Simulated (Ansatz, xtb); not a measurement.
Relative energy of two isomers of C5H6O

We compare I, `CC1=CC(=O)C1`, a singlet, with II, `C=C1C=COC1`, a singlet. Both are isolated molecules in the gas phase, relaxed with r2SCAN-D4/def2-SVP.

Energies in hartree; the thermal terms are from GFN2-xTB frequencies at re-optimised GFN2-xTB minima (ideal gas, soft modes damped towards free rotors, one conformer each, 298.15 K, 1 atm) and include the zero-point energy:

|  | I | II |
| --- | --- | --- |
| E, CCSD(T)/def2-SVP | −268.363983 | −268.360037 |
| E, MP2/def2-SVP | −268.286359 | −268.279075 |
| E, MP2/def2-TZVPP | −268.779220 | −268.775960 |
| zero-point energy | 0.093862 | 0.094634 |
| H(298 K) − E | 0.100878 | 0.100822 |
| G(298 K) − E | 0.064215 | 0.066277 |

Correct the CCSD(T) difference for the basis set by the MP2 change, then work out ΔE, ΔE₀, ΔH and ΔG for I → II in kcal/mol (1 Eh = 627.51 kcal/mol) and the equilibrium ratio [II]/[I].

1. Differences II − I: CCSD(T) +0.003946, MP2 in the small set +0.007284, MP2 in the large set +0.003260 Eh.
2. ΔE = +0.003946 + (+0.003260 − (+0.007284)) = −0.000078 Eh = −0.05 kcal/mol.
3. ΔE₀ = ΔE + ΔZPE = −0.000078 + (+0.000772) Eh = +0.44 kcal/mol.
4. ΔH = ΔE + (−0.000056) Eh = −0.08 kcal/mol.
5. ΔG = ΔE + (+0.002062) Eh = +1.24 kcal/mol, so ΔS = (ΔH − ΔG)/T = −18.7 J/(mol K).
6. kT = 0.9442 mEh, so K = [II]/[I] = exp(−ΔG/kT) = exp(−2.10) ≈ 0.12.

The sums favour I, but ΔE leans on the basis-set step (CCSD(T) alone has the other sign or is under 1 kcal/mol), so the order isn't settled. An error of 1 kcal/mol in ΔG would change K by a factor of 5.4. Mirror images and further conformers aren't counted.

As drawn, II has 1 C=C, 2 C–O in place of 2 C–C, 1 C=O. Structure I has a 4-membered ring, II a 5-membered ring.

Other levels gave ΔE = −11.1 (GFN2-xTB); −11.0 (HF/STO-3G, GFN2-xTB geometries); −1.4 (r2SCAN-D4/def2-SVP//GFN2-xTB); +0.1 (r2SCAN-D4/def2-SVP); +2.2 (HF/def2-SVP); +4.6 (MP2/def2-SVP); +2.5 (CCSD(T)/def2-SVP) kcal/mol. The correlated steps freeze 6 core orbitals. Programs: Ansatz 0.2.0, xtb 6.7.1.
